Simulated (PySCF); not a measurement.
Cl₂, SMILES ClCl. Coordinates come from a PBE-D3(BJ)/def2-TZVPD optimisation.

The numbers are results of PBE-D3(BJ)/def2-TZVPD (PySCF), not measurements.

Harmonic wavenumbers (cm⁻¹): 539. Rotational constants (GHz): 7.088 (linear); symmetry number 2.

Problem. Work out the zero-point energy and the ideal-gas rigid-rotor harmonic-oscillator thermochemistry at 298.15 K and 1 atm.

Solution. ZPE = ½ Σ hcν = ½ × 539 cm⁻¹ = 0.77 kcal/mol. H − E(el) = 2.97 kcal/mol. Entropy in cal/(mol K): translation 38.69, rotation 14.07, vibration 0.57, total 53.34. G − E(el) = -12.93 kcal/mol. Cp = 8.12 cal/(mol K).
